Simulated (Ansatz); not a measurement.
**AlH₂+ (triplet): the correlation ladder at scale of all distances = 1.000, aug-cc-pVTZ**

The task here is to estimate one member of a computed series from the others.

The runs use Ansatz 0.2.0, Gaussian basis; aug-cc-pVTZ, core rule «outside noble gas», up to 5 orbitals frozen.

The runs, in order: UHF; CCSD(T) on ROHF; CCSD(T) on UHF; BCCD(T) on ROHF; CCSDT(Q) on ROHF; CCSDT(Q) on UHF; CASSCF and NEVPT2, 4 electrons in 6 orbitals; Full CI.

14 further runs of the same task are left out: 1 for a known fault of the program, 12 that didn't finish, 1 set aside as unsound or not needed.

### The system

The geometry derives from a PBE0/def2-TZVP stationary point (not a proven minimum). All distances are scaled together.

3 atoms, charge 1, spin multiplicity 3.

Atoms are counted from 1 here; the program's logs count them from 0.

Bond lengths: Al1–H2 1.722 Å, Al1–H3 1.722 Å. Angles: H2–Al1–H3 63.0°.

Set-up of the first run:

in.yaml

```yaml
crystal:
  periodic: [false, false, false]
  atoms:
    - {symbol: Al, position_ang: [0.000000, 0.000000, -0.102095]}
    - {symbol: H, position_ang: [0.000000, 0.899579, 1.366496]}
    - {symbol: H, position_ang: [0.000000, -0.899579, 1.366496]}
basis:
  gaussian: {orbitals: aug-cc-pVTZ}
total_charge: 1
magnetization: {spin_polarized: true, initial_magnetization: 2}
hamiltonian: {xc: hf}
output: {orbitals: {seedname: orbitals}}
```

Launch:

```sh
ansatz run in.yaml --threads 1 --pin off --events-out ev --progress --plain --max-ram 2393MiB
```

Among the steps run: UHF; CCSD(T) on ROHF; CCSD(T) on UHF; BCCD(T) on ROHF; CCSDT(Q) on ROHF; CCSDT(Q) on UHF; CASSCF and NEVPT2, 4 electrons in 6 orbitals; Full CI.

One of the session's tables, all rows but one given; the rest of the session is left out.

```
        method  from FCI (kJ/mol)
          ROHF             +186.6
           UHF             +159.9
          RMP2              +44.6
          UMP2              +47.2
         RCCSD               +5.5
         UCCSD               +4.7
      RCCSD(T)               +1.3
      UCCSD(T)               +1.2
       BCCD(T)               +1.4
        RCCSDT                  ?
        UCCSDT               -0.1
     RCCSDT(Q)                0.0
     UCCSDT(Q)               -0.1
CASSCF valence              +86.0
NEVPT2 valence              +23.6
           FCI                  0
```

**Question.** Estimate the row for RCCSDT.

As computed: from FCI (kJ/mol): +0.1. In the column «from FCI (kJ/mol)» it lies between FCI (0) and UCCSD(T) (+1.2).

To keep in mind: Levels on UHF freeze UHF's core orbitals, full CI those of ROHF, so the U rows can settle a little off it for that reason alone. Restricted and unrestricted rows rest on different reference determinants; where their highest levels disagree by more than a few hundredths of an eV, they describe different states and don't form one ladder.
